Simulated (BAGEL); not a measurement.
**singlet Si2H5O−: levels of theory compared**

Aim: a comparison of 6 runs (HF/6-31G*, HF/6-311+G**, B3LYP/6-31G*, B3LYP/6-311+G**, PBE0/6-311+G**, RI-MP2/6-311+G**) of singlet Si2H5O−. 

The calculation is run with BAGEL 1.2.2.

2 further runs of the same task are left out: 2 set aside as unsound or not needed. Runs told in other sessions of the task aren't counted.

### 1 The structure to begin with

The species is Si2H5O− (8 atoms), meant as a singlet with charge -1. As SMILES of the parent species, `[SiH2]O[SiH3]`. The coordinates come from a PBE0-D4/def2-TZVP relaxation. This is one conformer, not always the lowest. That shape belongs to the parent species and isn't relaxed for this state.

Bond lengths: Si1–O2 1.637 Å, O2–Si3 1.638 Å, Si1–H4 1.490 Å, Si1–H5 1.494 Å, Si3–H6 1.482 Å, Si3–H7 1.485 Å, Si3–H8 1.486 Å. Angles: Si1–O2–Si3 146.3°, O2–Si1–H4 107.9°, O2–Si1–H5 109.9°, O2–Si3–H6 108.1°, O2–Si3–H7 109.9°, O2–Si3–H8 110.1°, H4–Si1–H5 110.4°, H6–Si3–H7 109.7°, H6–Si3–H8 109.8°, H7–Si3–H8 109.2°.

### 2 A single-point energy at HF/6-31G(d) (density fitting with qzvpp-jkfit, spherical functions) (run 1)

Input file input.json:

```json
{ "bagel" : [

{
  "title" : "molecule",
  "basis" : "6-31gs.json",
  "df_basis" : "qzvpp-jkfit",
  "angstrom" : true,
  "geometry" : [
    { "atom" : "Si", "xyz" : [   -1.281200,    0.933000,   -0.865900 ] },
    { "atom" : "O", "xyz" : [   -0.352300,   -0.279200,   -0.276900 ] },
    { "atom" : "Si", "xyz" : [    0.765000,   -0.723000,    0.835900 ] },
    { "atom" : "H", "xyz" : [   -1.902800,    0.458100,   -2.133600 ] },
    { "atom" : "H", "xyz" : [   -0.440600,    2.142000,   -1.118700 ] },
    { "atom" : "H", "xyz" : [    1.291900,   -2.054600,    0.453100 ] },
    { "atom" : "H", "xyz" : [    0.138100,   -0.799300,    2.180400 ] },
    { "atom" : "H", "xyz" : [    1.874100,    0.266000,    0.869800 ] }
  ]
},
{
  "title" : "hf",
  "charge" : -1
},
{
  "title" : "print",
  "file" : "orbitals.molden",
  "orbitals" : true
}

]}
```

The basis set 6-31G* is read from a file made from the Basis Set Exchange's data (not shown).

Run with:

```bash
$ BAGEL_NUM_THREADS=1 BAGEL input.json > input.out
```

The program printed:

```text
* using 1 threads per process

  ===============================================================
  ===============================================================

  *** Geometry ***

  { "atom" : "Si", "xyz" : [     -2.421117,      1.763114,     -1.636314 ] },
  { "atom" : "O", "xyz" : [     -0.665751,     -0.527612,     -0.523265 ] },
  { "atom" : "Si", "xyz" : [      1.445640,     -1.366272,      1.579622 ] },
[... 4 lines of this table left out ...]
  { "atom" : "H", "xyz" : [      3.541536,      0.502667,      1.643684 ] },

  Number of auxiliary basis functions:      423

  Since a DF basis is specified, we compute 2- and 3-index integrals:
    o Being stored without compression. Storage requirement is 0.012 GB

  Number of basis functions:       60
  Number of electrons      :       41

    * METHOD: MOLECULE                             0.13

  *** RHF ***

  === Nuclear Repulsion ===
   149.8189187171

      * DIIS with orbital gradients will be used.

  === RHF iteration (6-31gs.json) ===
      0       -655.39855087          0.02524436           0.03
      1       -655.50106462          0.01963828           0.03
      2       -655.59882268          0.00161628           0.03
[... 10 lines of this table left out ...]
     13       -655.60078732          0.00000001           0.03
    * SCF iteration converged.

    * Permanent dipole moment:
           (   -2.277400,     1.551172,    -0.939470) a.u.

    * METHOD: HF                                   0.46

    * METHOD: PRINT                                0.01

  ===============================================================
```

It took 0.76 s on 1 thread of Arm Neoverse V2, shared host.

### 3 A single-point energy at HF/6-311+G(d,p) (density fitting with qzvpp-jkfit) (run 2)

Input file input.json:

```json
{ "bagel": [

{
  "title": "molecule",
  "basis": "6-311+gss.json",
  "df_basis": "qzvpp-jkfit",
  "angstrom": true,
  "geometry": [
    { "atom": "Si", "xyz": [      -1.281200,       0.933000,      -0.865900 ] },
    { "atom": "O", "xyz": [      -0.352300,      -0.279200,      -0.276900 ] },
    { "atom": "Si", "xyz": [       0.765000,      -0.723000,       0.835900 ] },
    { "atom": "H", "xyz": [      -1.902800,       0.458100,      -2.133600 ] },
    { "atom": "H", "xyz": [      -0.440600,       2.142000,      -1.118700 ] },
    { "atom": "H", "xyz": [       1.291900,      -2.054600,       0.453100 ] },
    { "atom": "H", "xyz": [       0.138100,      -0.799300,       2.180400 ] },
    { "atom": "H", "xyz": [       1.874100,       0.266000,       0.869800 ] }
  ]
},

{ "title": "hf", "charge": -1 },

{ "title": "print", "file": "orbitals.molden", "orbitals": true }

]}
```

The basis set 6-311+G** is read from a file made from the Basis Set Exchange's data (not shown).

Run with:

```bash
$ BAGEL_NUM_THREADS=1 BAGEL input.json > input.out
```

The program printed:

```text
* using 1 threads per process

  ===============================================================
  ===============================================================

  *** Geometry ***

  { "atom" : "Si", "xyz" : [     -2.421117,      1.763114,     -1.636314 ] },
  { "atom" : "O", "xyz" : [     -0.665751,     -0.527612,     -0.523265 ] },
  { "atom" : "Si", "xyz" : [      1.445640,     -1.366272,      1.579622 ] },
[... 4 lines of this table left out ...]
  { "atom" : "H", "xyz" : [      3.541536,      0.502667,      1.643684 ] },

  Number of auxiliary basis functions:      423

  Since a DF basis is specified, we compute 2- and 3-index integrals:
    o Being stored without compression. Storage requirement is 0.042 GB

  Number of basis functions:      112
  Number of electrons      :       41

    * METHOD: MOLECULE                             0.16

  *** RHF ***

  === Nuclear Repulsion ===
   149.8189187171

      * DIIS with orbital gradients will be used.

  === RHF iteration (6-311+gss.json) ===
      0       -655.30339885          0.02720623           0.06
      1       -655.42826162          0.02542903           0.06
      2       -655.68887683          0.00186224           0.06
[... 12 lines of this table left out ...]
     15       -655.69395296          0.00000001           0.06
    * SCF iteration converged.

    * Permanent dipole moment:
           (   -2.550486,     1.729745,    -0.850869) a.u.

    * METHOD: HF                                   1.09

    * METHOD: PRINT                                0.02

  ===============================================================
```

It took 1.4 s on 1 thread of Arm Neoverse V2, shared host; peak memory 0.13 GiB.

Runs 3 to 5 aren't shown in full; the table further down has their settings and results.

### 4 A single-point energy at RI-MP2/6-311+G(d,p) (density fitting with qzvpp-jkfit) (run 6)

Input file input.json:

```json
{ "bagel" : [

{
  "title" : "molecule",
  "basis" : "6-311+gss.json",
  "df_basis" : "qzvpp-jkfit",
  "angstrom" : true,
  "geometry" : [
    { "atom" : "Si", "xyz" : [   -1.281200,    0.933000,   -0.865900 ] },
    { "atom" : "O", "xyz" : [   -0.352300,   -0.279200,   -0.276900 ] },
    { "atom" : "Si", "xyz" : [    0.765000,   -0.723000,    0.835900 ] },
    { "atom" : "H", "xyz" : [   -1.902800,    0.458100,   -2.133600 ] },
    { "atom" : "H", "xyz" : [   -0.440600,    2.142000,   -1.118700 ] },
    { "atom" : "H", "xyz" : [    1.291900,   -2.054600,    0.453100 ] },
    { "atom" : "H", "xyz" : [    0.138100,   -0.799300,    2.180400 ] },
    { "atom" : "H", "xyz" : [    1.874100,    0.266000,    0.869800 ] }
  ]
},
{
  "title" : "hf",
  "charge" : -1
},
{
  "title" : "mp2",
  "charge" : -1,
  "ncore" : 11
}

]}
```

The basis set 6-311+G** is read from a file made from the Basis Set Exchange's data (not shown).

Run with:

```bash
$ BAGEL_NUM_THREADS=1 BAGEL input.json > input.out
```

The program printed:

```text
* using 1 threads per process

  ===============================================================
  ===============================================================

  *** Geometry ***

  { "atom" : "Si", "xyz" : [     -2.421117,      1.763114,     -1.636314 ] },
  { "atom" : "O", "xyz" : [     -0.665751,     -0.527612,     -0.523265 ] },
  { "atom" : "Si", "xyz" : [      1.445640,     -1.366272,      1.579622 ] },
[... 4 lines of this table left out ...]
  { "atom" : "H", "xyz" : [      3.541536,      0.502667,      1.643684 ] },

[... 23 lines left out ...]
    * SCF iteration converged.
[... 1 line left out ...]
    * Permanent dipole moment:
[... 2 lines left out ...]
    * METHOD: HF                                   1.09

  *** RHF ***

  === Nuclear Repulsion ===
   149.8189187171

      * DIIS with orbital gradients will be used.

  === RHF iteration (6-311+gss.json) ===
      0       -655.69395296          0.00000000           0.06
    * SCF iteration converged.

    * Permanent dipole moment:
           (   -2.550486,     1.729745,    -0.850869) a.u.

  === DF-MP2 calculation ===

    * freezing 11 orbitals
    * 3-index integral transformation done
    * assembly done

      MP2 correlation energy:   -0.4124596747      0.03

      MP2 total energy:       -656.1064126321

    * METHOD: MP2                                  0.16

  ===============================================================
```

It took 1.6 s on 1 thread of Arm Neoverse V2, shared host; peak memory 0.13 GiB.

### 5 All runs side by side

| run | level | frozen core orbitals | energy (Eh) | HOMO energy (eV) | LUMO energy (eV) | HOMO–LUMO gap (eV) | wall time |
| --- | --- | --- | --- | --- | --- | --- | --- |
| 1 | HF/6-31G* (density fitting with qzvpp-jkfit, spherical functions) | – | -655.600787 | -0.05 | 7.64 | 7.70 | 0.76 s |
| 2 | HF/6-311+G** (density fitting with qzvpp-jkfit) | – | -655.693953 | -0.64 | 4.10 | 4.74 | 1.4 s |
| 3 | B3LYP/6-31G* (density fitting with qzvpp-jkfit, spherical functions) | – | -657.231920 | 2.10 | 4.52 | 2.42 | 7.8 s |
| 4 | B3LYP/6-311+G** (density fitting with qzvpp-jkfit) | – | -657.339207 | 1.16 | 2.81 | 1.65 | 10 s |
| 5 | PBE0/6-311+G** (density fitting with qzvpp-jkfit) | – | -656.951515 | 1.04 | 3.01 | 1.96 | 8.7 s |
| 6 | RI-MP2/6-311+G** (density fitting with qzvpp-jkfit) | 11 | -656.106413 | – | – | – | 1.6 s |

### 6 Summary of results

| quantity | value |
| --- | --- |
| run 6: total energy | -656.10641 Eh |
| run 6: correlation energy (11 core orbitals frozen) | -412.5 mEh |

Over runs 1, 2, 3, 4, 5 the HOMO–LUMO gap runs from 1.65 eV (B3LYP/6-311+G**) to 7.70 eV (HF/6-31G*). The two ends differ in method and basis. The empty levels of an anion lie above zero and hang on the basis. Totals of different functionals can't be ranked against each other. In runs 3, 4, 5 the HOMO lies above zero, from self-interaction, a short basis or an electron that isn't bound. All runs together took 31 s, the longest 10 s.
